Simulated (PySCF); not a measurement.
C3H5F3.
SMILES with atom numbers: `[CH3:1][CH2:2][C:3]([F:4])([F:5])[F:6]` (hydrogens: H7, H8, H9 on C1; H10, H11 on C2)

The same species was optimised twice, with GFN2-xTB and with PBE0-D3(BJ)/def2-SVP (PySCF), and the same property calculations (PySCF, gas phase) were run on both structures.

```json
{"coordinate": "C2–C3 (Å)", "GFN2-xTB": "1.515", "PBE0-D3(BJ)/def2-SVP": "1.505", "change": "-0.010"}
{"coordinate": "C3–F5 (Å)", "GFN2-xTB": "1.344", "PBE0-D3(BJ)/def2-SVP": "1.337", "change": "-0.007"}
{"coordinate": "C1–C2 (Å)", "GFN2-xTB": "1.525", "PBE0-D3(BJ)/def2-SVP": "1.518", "change": "-0.007"}
{"coordinate": "C3–F4 (Å)", "GFN2-xTB": "1.342", "PBE0-D3(BJ)/def2-SVP": "1.339", "change": "-0.003"}
{"coordinate": "C3–F6 (Å)", "GFN2-xTB": "1.342", "PBE0-D3(BJ)/def2-SVP": "1.339", "change": "-0.003"}
{"coordinate": "C1–C2–C3 (°)", "GFN2-xTB": "110.9", "PBE0-D3(BJ)/def2-SVP": "113.1", "change": "+2.2"}
{"coordinate": "F5–C3–F6 (°)", "GFN2-xTB": "106.3", "PBE0-D3(BJ)/def2-SVP": "107.3", "change": "+1.0"}
{"coordinate": "C2–C3–F6 (°)", "GFN2-xTB": "112.6", "PBE0-D3(BJ)/def2-SVP": "111.6", "change": "-1.0"}
{"coordinate": "F4–C3–F5 (°)", "GFN2-xTB": "106.4", "PBE0-D3(BJ)/def2-SVP": "107.4", "change": "+1.0"}
{"coordinate": "C2–C3–F4 (°)", "GFN2-xTB": "112.6", "PBE0-D3(BJ)/def2-SVP": "111.8", "change": "-0.8"}
{"coordinate": "F4–C3–F6 (°)", "GFN2-xTB": "106.5", "PBE0-D3(BJ)/def2-SVP": "107.1", "change": "+0.6"}
{"coordinate": "C2–C3–F5 (°)", "GFN2-xTB": "112.0", "PBE0-D3(BJ)/def2-SVP": "111.4", "change": "-0.6"}
{"coordinate": "C1–C2–C3–F4 (°)", "GFN2-xTB": "-60", "PBE0-D3(BJ)/def2-SVP": "-59", "change": "+1"}
```

Rotational constants: A = 5258, B = 2774, C = 2744 MHz (GFN2-xTB) against A = 5256, B = 2772, C = 2746 MHz (PBE0-D3(BJ)/def2-SVP). Atoms that the bonding makes alike are paired by their places after alignment.

On the GFN2-xTB structure: HOMO (eV) -10.34 [PBE0/pcSseg-1]; LUMO (eV) 1.46 [PBE0/pcSseg-1]; dipole (D) 2.42 [PBE0/pcSseg-1]; GIAO shielding of C1 (ppm) 178.0 [PBE0/pcSseg-1]; GIAO shielding of C2 (ppm) 154.4 [PBE0/pcSseg-1]; GIAO shielding of C3 (ppm) 50.5 [PBE0/pcSseg-1]; GIAO shielding of F4/F5/F6 (mean) (ppm) 259.3 [PBE0/pcSseg-1].

**Question.** What do these properties become on the PBE0-D3(BJ)/def2-SVP structure?

**Answer.** 
```
                                    property          level  on GFN2-xTB  on PBE0-D3(BJ)/def2-SVP  change
                                   HOMO (eV)  PBE0/pcSseg-1       -10.34                   -10.27   +0.07
                                   LUMO (eV)  PBE0/pcSseg-1         1.46                     1.45   -0.01
                                  dipole (D)  PBE0/pcSseg-1         2.42                     2.30   -0.12
energy, GFN2-xTB geometry as zero (kcal/mol)  PBE0/pcSseg-1          0.0                     -0.3    -0.3
                  GIAO shielding of C1 (ppm)  PBE0/pcSseg-1        178.0                    176.3    -1.7
                  GIAO shielding of C2 (ppm)  PBE0/pcSseg-1        154.4                    153.9    -0.5
                  GIAO shielding of C3 (ppm)  PBE0/pcSseg-1         50.5                     52.2    +1.7
     GIAO shielding of F4/F5/F6 (mean) (ppm)  PBE0/pcSseg-1        259.3                    263.0    +3.7
```

The heavy atoms differ by 0.016 Å rms after alignment. Among bonds between heavy atoms C2–C3 changes most (-0.010 Å). Changes are differences of the printed values. Neither structure is proved a minimum here.

Conformer computed: `[CH3:1][CH2:2][C:3]([F:4])([F:5])[F:6]`: C1–C2–C3–F4 -59°.
